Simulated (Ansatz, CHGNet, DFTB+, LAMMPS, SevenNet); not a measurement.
fcc Au, longitudinal phonon frequency at L

Reference value: 157 cm⁻¹ (measured, 298 K, no zero-point or thermal correction; as tabulated in Greeff and Graf (2004), arXiv:cond-mat/0311614).

| level (code) | value (cm⁻¹) | cell (Å³/atom) |
|---|---|---|
| EAM u3 (LAMMPS) | 114 | 16.98 |
| GFN1-xTB as cut by DFTB+ | 117 | 19.14 |
| CHGNet-r²SCAN | 64 | 17.69 |
| SevenNet-0 | 115 | 18.14 |
| SevenNet-l3i5 | 126 | 18.13 |
| LDA (Ansatz) | ? | 16.58 |
| PBE (Ansatz) | ? | 17.98 |
| PBEsol (Ansatz) | ? | 17.02 |
| r²SCAN (Ansatz) | 142 | 17.55 |

Question: Some entries are withheld; supply them.

Answer: 
- LDA (Ansatz, a quantum-chemistry and plane-wave program), value (cm⁻¹): 159
- PBE (Ansatz), value (cm⁻¹): 137
- PBEsol (Ansatz), value (cm⁻¹): 153

Differences against the reference: EAM u3 -27 %, GFN1-xTB as cut by DFTB+ -25 %, CHGNet-r²SCAN -59 %, SevenNet-0 -27 %, SevenNet-l3i5 -19.7 %, LDA +1.3 %, PBE -12.7 %, PBEsol -2.5 %, r²SCAN -9.6 %.

Leaving aside GFN1-xTB as cut by DFTB+ (imaginary modes in this run): Once the reference is moved by up to 3.0 % (a margin picked here for doubts on the reference and the settings, and for temperature and zero-point motion) and values within 1.0 % count as equal, the nearest can be LDA (+1.3 %) or PBEsol (-2.5 %). Farthest off among them: CHGNet-r²SCAN (-59 %).

The reference isn't brought to a static lattice, while the calculations are for one, so the differences are not the levels' errors alone.  Density-functional levels without +SOC have no spin–orbit coupling. GFN1-xTB as cut by DFTB+: the method was fitted mainly to molecules. GFN1-xTB as cut by DFTB+: codes differ in how they cut the long-range tail of xTB's charge interaction in a crystal, so the value belongs to this code. Each level is taken at its own relaxed cell. Cutoffs differ between the levels. Ansatz's density-functional and Hartree–Fock values are scalar-relativistic unless marked +SOC, with PAW data made under PBE.

Empirical potentials (EAM u3) are fitted to chosen data: where that held the value shown, agreement is built in, and what lay outside the fit can be far off. Machine-learned potentials (CHGNet-r²SCAN, SevenNet-0, SevenNet-l3i5) are trained on DFT data: a solid inside that data is no test of them.

Differences are worked out from the printed values.
